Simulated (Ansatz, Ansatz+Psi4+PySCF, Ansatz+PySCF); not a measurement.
```yaml
atoms:
  - { symbol: Cl, position_ang: [0.0000, 0.0000, 0.0711] }
  - { symbol: H, position_ang: [0.0000, 0.0000, -1.8489] }
```

Basis set: cc-pVTZ on H; cc-pV(T+d)Z on Cl (spherical functions). Frozen core: 5 orbitals. Charge 0, multiplicity 1.

Computed with Ansatz (development build ahead of 0.2.0); each method stands on the lowest determinant of its kind that the runs found. Restricted open shells among the atoms or ions are ROHF, correlated in semicanonical orbitals with singles.

The atomization energy at this shape (free ground-state atoms in the same class of orbitals less the molecule, no zero-point energy) of singlet HCl:

```csv
method,atomization energy
RHF-CCSD(T),204.8 kJ/mol
UHF-CCSD(T),201.1 kJ/mol
RHF-MP2,183.6 kJ/mol
UHF-MP2,135.5 kJ/mol
RHF,57.2 kJ/mol
```

Question: What does UHF give?

Answer: 71.6 kJ/mol. Caution: the shape is not the minimum. Caution for RHF-CCSD(T), RHF-MP2, RHF: an unrestricted determinant lies well below. Caution for UHF-CCSD(T), UHF-MP2: a plain start can end on a higher determinant; large amplitudes, a single reference is doubtful. Caution for UHF-CCSD(T), UHF-MP2, UHF: the unrestricted determinant is spin contaminated. Caution for UHF-MP2: another reference gives a lower total.
